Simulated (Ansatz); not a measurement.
# FH5SSi: the cost of one run

Method: RKS PBE-D4/def2-SVP, in Ansatz 0.2.0.

## Step 1: Starting point

Bond lengths: Si1–F2 1.940 Å, Si1–H3 1.460 Å, Si1–H4 1.459 Å, Si1–H5 1.459 Å, Si1–S6 2.460 Å, S6–H7 1.400 Å, S6–H8 1.595 Å. Angles: F2–Si1–H3 109.5°, F2–Si1–H4 109.5°, F2–Si1–H5 109.5°, F2–Si1–S6 71.6°, H3–Si1–H4 109.5°, H3–Si1–H5 109.5°, H3–Si1–S6 178.9°, H4–Si1–H5 109.5°, H4–Si1–S6 70.0°, H5–Si1–S6 70.0°, Si1–S6–H7 109.5°, Si1–S6–H8 61.2°, H7–S6–H8 141.3°.

Structure file:

```xyz
8

Si    0.0000    0.0000    0.0000
F     0.0000    0.0000    1.9400
H     1.3768    0.0000   -0.4862
H    -0.6877    1.1914   -0.4862
H    -0.6877   -1.1914   -0.4862
S    -2.3345    0.0000    0.7757
H    -3.0901   -0.8728   -0.0163
H    -1.1646    0.0000    1.8597
```

## Step 2: Pulling towards end A

Springs on the bonds that form and break draw the guess towards this end; the thresholds are loose.

The input, input.yaml:

```yaml
crystal:
  periodic: [false, false, false]
  atoms:
    - { symbol: Si, position_ang: [0.0, 0.0, 0.0] }
    - { symbol: F, position_ang: [0.0, 0.0, 1.94] }
    - { symbol: H, position_ang: [1.3768, 0.0, -0.4862] }
    - { symbol: H, position_ang: [-0.6877, 1.1914, -0.4862] }
    - { symbol: H, position_ang: [-0.6877, -1.1914, -0.4862] }
    - { symbol: S, position_ang: [-2.3345, 0.0, 0.7757] }
    - { symbol: H, position_ang: [-3.0901, -0.8728, -0.0163] }
    - { symbol: H, position_ang: [-1.1646, 0.0, 1.8597] }
basis:
  gaussian: { orbitals: def2-SVP }
hamiltonian:
  xc: pbe
  dispersion: d4
relax:
  f_tol: 0.15
  max_steps: 25
  restrain:
    - { distance: [0, 5], at: 3.36, k: 30.0 }
    - { distance: [7, 1], at: 2.12, k: 30.0 }
    - { distance: [0, 1], at: 1.59, k: 30.0 }
    - { distance: [7, 5], at: 1.4, k: 30.0 }
```

On the command line:

```bash
$ ansatz run input.yaml --threads 1 --pin off --max-ram 2048MiB --backend cpu --events-out ev --progress --plain --runs-dir out
```

Q: Estimate wall time and peak memory on 1 thread of Arm Neoverse V2, shared host.

About 26 s, with a peak of 0.13 GiB.
